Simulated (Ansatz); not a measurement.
# BH (triplet): the correlation ladder at distance B1–H2 = 2.219 Å, cc-pVQZ

Aim: climb from Hartree-Fock through coupled cluster and multireference methods for BH (triplet) at one geometry and basis, and see what each rung misses.

Program: Ansatz 0.2.0, Gaussian basis. Level of theory: cc-pVQZ, core rule «outside noble gas», up to 1 orbitals frozen. These are calculated values, not measurements.

To be run: UHF; CCSD(T) on ROHF; CCSD(T) on UHF; BCCD(T) on ROHF; CCSDT(Q) on ROHF; CCSDT(Q) on UHF; CASSCF and NEVPT2, 4 electrons in 5 orbitals; Full CI.

17 further runs of the same task are left out: 10 that didn't finish, 7 set aside as unsound or not needed.

## (1) The geometry

The geometry derives from a PBE0/def2-TZVP stationary point (not a proven minimum). One bond is set to the value named and the two fragments are kept rigid.

2 atoms, charge 0, spin multiplicity 3.

Atoms are counted from 1 here; the program's logs count them from 0.

No contacts short enough for the rule that draws bonds.

In the tables R marks a restricted open-shell determinant and U an unrestricted one; 'valence' is the active space of 4 electrons in 5 orbitals; energies count from the table's Hartree-Fock row.

## (2) UHF

File in.yaml:

```yaml
crystal:
  periodic: [false, false, false]
  atoms:
    - {symbol: B, position_ang: [0.000000, 0.000000, 0.000000]}
    - {symbol: H, position_ang: [0.000000, 0.000000, 2.219000]}
basis:
  gaussian: {orbitals: cc-pVQZ}
magnetization: {spin_polarized: true, initial_magnetization: 2}
hamiltonian: {xc: hf}
output: {orbitals: {seedname: orbitals}}
```

On the command line:

```sh
ansatz run in.yaml --threads 1 --pin off --events-out ev --progress --plain --max-ram 2393MiB
```

The log of the run:

```text
Functional definition: HF
  name "HF"
  cite "Fock, Z. Phys. 61, 126 (1930) doi:10.1007/BF01340294"
  parent pbe
  exchange = exact_x
  correlation = 0
280 factors; their error is unknown
mean field evaluation 1: about -680.3911 eV, gradient 5.9e0 eV
mean field evaluation 2: about -680.9918 eV, gradient 3.0e0 eV
mean field evaluation 4: about -681.2136 eV, gradient 3.7e-1 eV
mean field evaluation 8: about -681.2242 eV, gradient 1.9e-1 eV
mean field evaluation 16: about -680.3911 eV, gradient 5.9e0 eV
mean field evaluation 32: about -680.4360 eV, gradient 5.3e-1 eV
mean field evaluation 64: about -680.4185 eV, gradient 2.9e-3 eV
mean field -681.22842486 eV, -25.0346828603 hartree, gradient 2.6e-5 eV, S^2 2.088554; 3 other end points of the search recorded, 0 dependent functions left out
reference -681.22842486 eV, -25.0346828603 hartree; 4, 2 occupied and 81, 83 virtual orbitals, 280 factors
Total energy: -681.22842486 eV, -25.0346828603 hartree
```

It took 0.84 s on 1 thread of Arm Neoverse N1, shared host.

From the report: ⟨S²⟩ of the determinant 2.089 (pure triplet: 2.00).

## (3) CCSD(T) on ROHF

File in.yaml:

```yaml
crystal:
  periodic: [false, false, false]
  atoms:
    - {symbol: B, position_ang: [0.000000, 0.000000, 0.000000]}
    - {symbol: H, position_ang: [0.000000, 0.000000, 2.219000]}
basis:
  gaussian: {orbitals: cc-pVQZ}
magnetization: {spin_polarized: false, initial_magnetization: 2}
correlation: {method: ccsd_t, electrons: outside_noble_gas}
output: {forces: true}
```

Same command.

The log of the run, shortened:

```text
Functional definition: HF
  name "HF"
  cite "Fock, Z. Phys. 61, 126 (1930) doi:10.1007/BF01340294"
  parent pbe
[...]
499 factors; integrals over basis functions are off by at most 1.0e-3 eV
[...]
mean field -681.03326083 eV, -25.0275107147 hartree, gradient 3.1e-6 eV, S^2 2.000000; 9 other end points of the search recorded, 0 dependent functions left out
[...]
determinant -681.03326083 eV, -25.0275107147 hartree, with singles and doubles -683.20646919 eV, -25.1073746486 hartree
determinant -680.29999636 eV, -25.0005637423 hartree, with singles and doubles -682.40980219 eV, -25.0780976766 hartree
1 core orbitals not correlated: weight in the atoms' cores, before any rotation towards them, 1.000 or more for the frozen orbitals, at most 0.000 for the correlated occupied ones
reference -681.03326083 eV, -25.0275107147 hartree; 3, 1 occupied and 81, 83 virtual orbitals, 499 factors
second order -1.43305383 eV of doubles, -0.07995603 eV of singles
cycle   1  -2.05804098 eV  change   -1.2e-1 eV  update   2.5e-2
[...]
cycle  15  -2.09657980 eV  change    1.7e-7 eV  update   2.8e-7
perturbative correction -0.05740482 eV, -0.0021095883 hartree
[...]
Total energy: -683.18724546 eV, -25.1066681895 hartree
Atom 0 at     0.000000     0.000000     0.000000 Å, force    -0.000000     0.000000     0.635535 eV/Å
Atom 1 at     0.000000     0.000000     2.219000 Å, force     0.000000    -0.000000    -0.635535 eV/Å
Dipole moment:     0.000000     0.000000     0.025047 e Å
```

It took 24 s on 1 thread of Arm Neoverse N1, shared host; peak memory 0.61 GiB.

From the report: correlation -2.1540 eV; T1 0.047; largest double amplitude 0.11.

## (4) CCSD(T) on UHF

Changes to in.yaml since step 3:

```diff
@@ -7,3 +7,3 @@
   gaussian: {orbitals: cc-pVQZ}
-magnetization: {spin_polarized: false, initial_magnetization: 2}
+magnetization: {spin_polarized: true, initial_magnetization: 2}
 correlation: {method: ccsd_t, electrons: outside_noble_gas}
```

Same command.

The log of the run, shortened:

```text
Functional definition: HF
  name "HF"
  cite "Fock, Z. Phys. 61, 126 (1930) doi:10.1007/BF01340294"
  parent pbe
[...]
499 factors; integrals over basis functions are off by at most 1.0e-3 eV
[...]
mean field -681.22843216 eV, -25.0346831286 hartree, gradient 8.9e-6 eV, S^2 2.088554; 10 other end points of the search recorded, 0 dependent functions left out
determinant -681.22843216 eV, -25.0346831286 hartree, with singles and doubles -683.19724787 eV, -25.1070357715 hartree
determinant -680.41806895 eV, -25.0049028299 hartree, with singles and doubles -682.40633407 eV, -25.0779702255 hartree
determinant -679.15227718 eV, -24.9583858405 hartree, with singles and doubles -679.80009405 eV, -24.9821926713 hartree
1 core orbitals not correlated: weight in the atoms' cores, before any rotation towards them, 1.000 or more for the frozen orbitals, at most 0.000 for the correlated occupied ones
reference -681.22843216 eV, -25.0346831286 hartree; 3, 1 occupied and 81, 83 virtual orbitals, 499 factors
second order -1.29458515 eV of doubles, -0.00000000 eV of singles
cycle   1  -1.87349996 eV  change   -1.3e-1 eV  update   2.4e-2
[...]
cycle  16  -1.90412668 eV  change   -1.2e-7 eV  update   1.4e-7
perturbative correction -0.05460070 eV, -0.0020065387 hartree
[...]
Total energy: -683.18715954 eV, -25.1066650323 hartree
Atom 0 at     0.000000     0.000000     0.000000 Å, force    -0.000000    -0.000000     0.634874 eV/Å
Atom 1 at     0.000000     0.000000     2.219000 Å, force    -0.000000    -0.000000    -0.634874 eV/Å
Dipole moment:     0.000000    -0.000000     0.025718 e Å
```

Wall time 23 s (1 thread of Arm Neoverse N1, shared host); peak memory 0.61 GiB.

From the report: ⟨S²⟩ of the determinant 2.089 (pure triplet: 2.00); correlation -1.9587 eV; T1 0.040; largest double amplitude 0.11.

## (5) BCCD(T) on ROHF

File in.yaml:

```yaml
crystal:
  periodic: [false, false, false]
  atoms:
    - {symbol: B, position_ang: [0.000000, 0.000000, 0.000000]}
    - {symbol: H, position_ang: [0.000000, 0.000000, 2.219000]}
basis:
  gaussian: {orbitals: cc-pVQZ}
magnetization: {spin_polarized: false, initial_magnetization: 2}
correlation: {method: bccd_t, electrons: outside_noble_gas}
```

Launched as before.

The log of the run, shortened:

```text
Functional definition: HF
  name "HF"
  cite "Fock, Z. Phys. 61, 126 (1930) doi:10.1007/BF01340294"
  parent pbe
[...]
499 factors; integrals over basis functions are off by at most 1.0e-3 eV
[...]
mean field -681.03326083 eV, -25.0275107147 hartree, gradient 3.1e-6 eV, S^2 2.000000; 9 other end points of the search recorded, 0 dependent functions left out
[...]
determinant -681.03326083 eV, -25.0275107147 hartree, with singles and doubles -683.20646919 eV, -25.1073746486 hartree
determinant -680.29999636 eV, -25.0005637423 hartree, with singles and doubles -682.40980219 eV, -25.0780976766 hartree
1 core orbitals not correlated: weight in the atoms' cores, before any rotation towards them, 1.000 or more for the frozen orbitals, at most 0.000 for the correlated occupied ones
reference -681.03326083 eV, -25.0275107147 hartree; 3, 1 occupied and 81, 83 virtual orbitals, 499 factors
second order -1.43305383 eV of doubles, -0.07995603 eV of singles
cycle   1  -2.07223754 eV  change   -1.4e-1 eV  update   2.6e-2
[...]
cycle  14  -2.09552806 eV  change   -1.4e-6 eV  update   1.6e-6
perturbative correction -0.05763183 eV, -0.0021179306 hartree
Total energy: -683.18642072 eV, -25.1066378811 hartree
```

Run time: 7.5 s. Hardware: 1 thread of Arm Neoverse N1, shared host; peak memory 0.41 GiB.

From the report: correlation -2.1532 eV; largest double amplitude 0.11.

## (6) CCSDT(Q) on ROHF

Changes to in.yaml since step 5:

```diff
@@ -8,2 +8,2 @@
 magnetization: {spin_polarized: false, initial_magnetization: 2}
-correlation: {method: bccd_t, electrons: outside_noble_gas}
+correlation: {method: ccsdt_q, electrons: outside_noble_gas}
```

Same command.

The log of the run, shortened:

```text
Functional definition: HF
  name "HF"
  cite "Fock, Z. Phys. 61, 126 (1930) doi:10.1007/BF01340294"
  parent pbe
[...]
956 factors; integrals over basis functions are off by at most 2.0e-7 eV
[...]
mean field -681.03326303 eV, -25.0275107955 hartree, gradient 4.1e-6 eV, S^2 2.000000; 9 other end points of the search recorded, 0 dependent functions left out
[...]
determinant -681.03326303 eV, -25.0275107955 hartree, with singles and doubles -683.20647603 eV, -25.1073749001 hartree
determinant -680.29999843 eV, -25.0005638184 hartree, with singles and doubles -682.40980800 eV, -25.0780978899 hartree
1 core orbitals not correlated: weight in the atoms' cores, before any rotation towards them, 1.000 or more for the frozen orbitals, at most 0.000 for the correlated occupied ones
reference -681.03326303 eV, -25.0275107955 hartree; 3, 1 occupied and 81, 83 virtual orbitals, 956 factors
second order -1.43305847 eV of doubles, -0.07995595 eV of singles
cycle   1  -1.82240518 eV  change   -3.1e-1 eV  update   6.4e-2
[...]
cycle  18  -2.16997493 eV  change    3.5e-7 eV  update   2.6e-7
perturbative correction -0.00068352 eV, -0.0000251188 hartree
Total energy: -683.20392149 eV, -25.1072810223 hartree
```

It took 1.8 min on 1 thread of Arm Neoverse N1, shared host; peak memory 0.97 GiB.

From the report: correlation -2.1707 eV; T1 0.049; largest double amplitude 0.12.

## (7) CCSDT(Q) on UHF

Changes to in.yaml since step 6:

```diff
@@ -7,3 +7,3 @@
   gaussian: {orbitals: cc-pVQZ}
-magnetization: {spin_polarized: false, initial_magnetization: 2}
+magnetization: {spin_polarized: true, initial_magnetization: 2}
 correlation: {method: ccsdt_q, electrons: outside_noble_gas}
```

The command is unchanged.

The log of the run:

```text
Functional definition: HF
  name "HF"
  cite "Fock, Z. Phys. 61, 126 (1930) doi:10.1007/BF01340294"
  parent pbe
  exchange = exact_x
  correlation = 0
956 factors; integrals over basis functions are off by at most 2.0e-7 eV
mean field evaluation 1: about -680.3904 eV, gradient 5.9e0 eV
mean field evaluation 2: about -680.3908 eV, gradient 5.9e0 eV
mean field evaluation 4: about -681.2018 eV, gradient 6.8e-1 eV
mean field evaluation 8: about -681.2236 eV, gradient 1.9e-1 eV
mean field evaluation 16: about -680.9910 eV, gradient 3.0e0 eV
mean field evaluation 32: about -680.6875 eV, gradient 4.3e0 eV
mean field evaluation 64: about -681.2269 eV, gradient 3.9e-1 eV
mean field evaluation 96: about -681.2284 eV, gradient 5.3e-3 eV
mean field evaluation 128: about -681.2157 eV, gradient 3.3e-1 eV
mean field -681.22843420 eV, -25.0346832036 hartree, gradient 7.4e-6 eV, S^2 2.088554; 9 other end points of the search recorded, 0 dependent functions left out
determinant -681.22843420 eV, -25.0346832036 hartree, with singles and doubles -683.19725475 eV, -25.1070360244 hartree
determinant -680.41807105 eV, -25.0049029071 hartree, with singles and doubles -682.40633913 eV, -25.0779704113 hartree
determinant -679.15227826 eV, -24.9583858801 hartree, with singles and doubles -679.80009387 eV, -24.9821926647 hartree
1 core orbitals not correlated: weight in the atoms' cores, before any rotation towards them, 1.000 or more for the frozen orbitals, at most 0.000 for the correlated occupied ones
reference -681.22843420 eV, -25.0346832036 hartree; 3, 1 occupied and 81, 83 virtual orbitals, 956 factors
second order -1.29458987 eV of doubles, -0.00000000 eV of singles
cycle   1  -1.58785901 eV  change   -2.9e-1 eV  update   6.5e-2
cycle   2  -1.90956362 eV  change   -3.2e-1 eV  update   4.0e-2
cycle   3  -1.93749397 eV  change   -2.8e-2 eV  update   1.6e-2
cycle   4  -1.96524105 eV  change   -2.8e-2 eV  update   9.0e-3
cycle   5  -1.97116211 eV  change   -5.9e-3 eV  update   4.8e-3
cycle   6  -1.96958331 eV  change    1.6e-3 eV  update   3.1e-3
cycle   7  -1.97380347 eV  change   -4.2e-3 eV  update   2.2e-3
cycle   8  -1.97608942 eV  change   -2.3e-3 eV  update   1.1e-3
cycle   9  -1.97495481 eV  change    1.1e-3 eV  update   5.1e-4
cycle  10  -1.97555605 eV  change   -6.0e-4 eV  update   3.2e-4
cycle  11  -1.97548325 eV  change    7.3e-5 eV  update   2.0e-4
cycle  12  -1.97545375 eV  change    2.9e-5 eV  update   9.5e-5
cycle  13  -1.97541701 eV  change    3.7e-5 eV  update   6.2e-5
cycle  14  -1.97540999 eV  change    7.0e-6 eV  update   1.8e-5
cycle  15  -1.97541857 eV  change   -8.6e-6 eV  update   5.6e-6
cycle  16  -1.97541881 eV  change   -2.4e-7 eV  update   2.6e-6
cycle  17  -1.97541701 eV  change    1.8e-6 eV  update   1.5e-6
cycle  18  -1.97541492 eV  change    2.1e-6 eV  update   9.0e-7
cycle  19  -1.97541386 eV  change    1.1e-6 eV  update   5.4e-7
cycle  20  -1.97541386 eV  change   -2.9e-9 eV  update   3.6e-7
perturbative correction -0.00067743 eV, -0.0000248951 hartree
Total energy: -683.20452549 eV, -25.1073032190 hartree
```

Wall time 1.9 min (1 thread of Arm Neoverse N1, shared host); peak memory 0.95 GiB.

From the report: ⟨S²⟩ of the determinant 2.089 (pure triplet: 2.00); correlation -1.9761 eV; T1 0.041; largest double amplitude 0.12.

## (8) CASSCF and NEVPT2, 4 electrons in 5 orbitals

File in.yaml:

```yaml
crystal:
  periodic: [false, false, false]
  atoms:
    - {symbol: B, position_ang: [0.000000, 0.000000, 0.000000]}
    - {symbol: H, position_ang: [0.000000, 0.000000, 2.219000]}
basis:
  gaussian: {orbitals: cc-pVQZ}
magnetization: {spin_polarized: false, initial_magnetization: 2}
correlation: {method: sc_nevpt2, electrons: outside_noble_gas, active_space: {window: {electrons: 4, orbitals: 5}, shells: [{species: B, l: s, shell: 2}, {species: B, l: p, shell: 2}, {species: H, l: s, shell: 1}]}}
```

Launched as before.

The log of the run:

```text
Functional definition: HF
  name "HF"
  cite "Fock, Z. Phys. 61, 126 (1930) doi:10.1007/BF01340294"
  parent pbe
  exchange = exact_x
  correlation = 0
956 factors; integrals over basis functions are off by at most 2.0e-7 eV
mean field evaluation 1: about -680.0471 eV, gradient 5.8e0 eV
mean field evaluation 2: about -680.0476 eV, gradient 5.8e0 eV
mean field evaluation 4: about -681.0227 eV, gradient 9.0e-1 eV
mean field evaluation 8: about -681.0333 eV, gradient 6.0e-4 eV
mean field evaluation 16: about -679.9401 eV, gradient 1.8e0 eV
mean field evaluation 32: about -681.0333 eV, gradient 6.6e-7 eV
mean field evaluation 64: about -681.0254 eV, gradient 9.9e-1 eV
mean field -681.03326303 eV, -25.0275107955 hartree, gradient 4.1e-6 eV, S^2 2.000000; 9 other end points of the search recorded, 0 dependent functions left out
reference -681.03326303 eV, -25.0275107955 hartree; 4, 2 occupied and 81, 83 virtual orbitals, 956 factors
state -682.04520601 eV, -25.0646990140 hartree
state -682.04520601 eV, -25.0646990140 hartree; corrected -682.93021349 eV, -25.0972224391 hartree
Total energy: -682.93021349 eV, -25.0972224391 hartree
Checks for a lower state left out: starts, orbital_swaps
```

Run time: 3.1 s. Hardware: 1 thread of Arm Neoverse N1, shared host.

From the report: 24 determinants; active occupations 1.88, 1.00, 1.00, 0.07, 0.05.

## (9) Full CI

File in.yaml:

```yaml
crystal:
  periodic: [false, false, false]
  atoms:
    - {symbol: B, position_ang: [0.000000, 0.000000, 0.000000]}
    - {symbol: H, position_ang: [0.000000, 0.000000, 2.219000]}
basis:
  gaussian: {orbitals: cc-pVQZ}
magnetization: {spin_polarized: false, initial_magnetization: 2}
correlation: {method: fci, electrons: outside_noble_gas}
```

Same command.

The log of the run, shortened:

```text
Functional definition: HF
  name "HF"
  cite "Fock, Z. Phys. 61, 126 (1930) doi:10.1007/BF01340294"
  parent pbe
[...]
956 factors; integrals over basis functions are off by at most 2.0e-7 eV
[...]
mean field -681.03326303 eV, -25.0275107955 hartree, gradient 4.1e-6 eV, S^2 2.000000; 9 other end points of the search recorded, 0 dependent functions left out
[...]
determinant -681.03326303 eV, -25.0275107955 hartree, with singles and doubles -683.20629582 eV, -25.1073682774 hartree
determinant -680.29999843 eV, -25.0005638184 hartree, with singles and doubles -682.40957714 eV, -25.0780894062 hartree
1 core orbitals not correlated: weight in the atoms' cores, before any rotation towards them, 1.000 or more for the frozen orbitals, at most 0.000 for the correlated occupied ones
reference -681.03326303 eV, -25.0275107955 hartree; 3, 1 occupied and 81, 83 virtual orbitals, 956 factors
state -683.20395020 eV, -25.1072820777 hartree
Total energy: -683.20395020 eV, -25.1072820777 hartree
```

It took 67 s on 1 thread of Arm Neoverse N1, shared host; peak memory 0.58 GiB.

From the report: 3,037,760 determinants, symmetry B1.

## (10) How many determinants matter

Natural occupations of the FCI state about the gap (report; correlated orbitals 1 to 10): 1.871, 0.995, 0.983, 0.060, 0.048, 0.009, 0.008, 0.006, 0.006, 0.005. The count of effectively unpaired electrons, Σ n²(2 − n)², is 2.08; a single determinant of this spin has 2.

## (11) Misses and costs

The yardstick is full CI for this spin, exact in this basis with these frozen cores. Rows without a time come out of other runs: HF, MP2 and CCSD of CCSD(T), CCSDT of CCSDT(Q), CASSCF and MRCISD of the multireference runs. The times of RCCSD(T), UCCSD(T) include forces.

Differences are taken before rounding.

| method | energy from the lowest RHF (meV) | from FCI (meV) | time |
| --- | --- | --- | --- |
| RHF | 0.0 | +2170.7 |  |
| UHF | -195.2 | +1975.5 |  |
| RMP2 | -1513.0 | +657.7 |  |
| UMP2 | -1489.8 | +680.9 |  |
| RCCSD | -2096.6 | +74.1 |  |
| UCCSD | -2099.3 | +71.4 |  |
| RCCSD(T) | -2154.0 | +16.7 | 24 s |
| UCCSD(T) | -2153.9 | +16.8 | 23 s |
| BCCD(T) | -2153.2 | +17.5 | 7.5 s |
| RCCSDT | -2170.0 | +0.7 |  |
| UCCSDT | -2170.6 | +0.1 |  |
| RCCSDT(Q) | -2170.7 | 0.0 | 1.8 min |
| UCCSDT(Q) | -2171.3 | -0.6 | 1.9 min |
| CASSCF valence | -1011.9 | +1158.7 |  |
| NEVPT2 valence | -1897.0 | +273.7 | 3.1 s |
| FCI | -2170.7 | 0 | 67 s |

Among the levels timed on like hardware and quicker than the yardstick, those that no quicker one beats, quickest first: NEVPT2 valence (3.1 s, +273.7 meV); BCCD(T) (7.5 s, +17.5 meV); UCCSD(T) (23 s, +16.8 meV); RCCSD(T) (24 s, +16.7 meV).

## (12) What came out

| quantity | value |
| --- | --- |
| FCI below the RHF energy | -2.1707 eV |
| RMP2 from FCI | +657.7 meV |
| UMP2 from FCI | +680.9 meV |
| RCCSD from FCI | +74.1 meV |
| RCCSD(T) from FCI | +16.7 meV |
| UCCSD(T) from FCI | +16.8 meV |
| RCCSDT(Q) from FCI | 0.0 meV |
| UCCSDT(Q) from FCI | -0.6 meV |
| NEVPT2 valence from FCI | +273.7 meV |
| levels within 1 kcal/mol (43 meV) | RCCSD(T), UCCSD(T), BCCD(T), RCCSDT, UCCSDT, RCCSDT(Q), UCCSDT(Q) |
| T1 diagnostic | 0.047 |
| effectively unpaired electrons | 2.08 |

In words: RCCSD(T) lands +16.7 meV from the yardstick (0.8 % of the correlation energy). The occupations are near whole numbers, but T1 = 0.047 shows that the orbitals relax strongly. These misses are within one basis, not against nature; the frozen cores of restricted and unrestricted runs differ, which can shift their rows.

RCCSD(T) reaches 16.7 meV from the reference in 24 s, where FCI took 67 s; the quickest level in the cost chart, NEVPT2 valence, takes 3.1 s and misses by 273.7 meV.
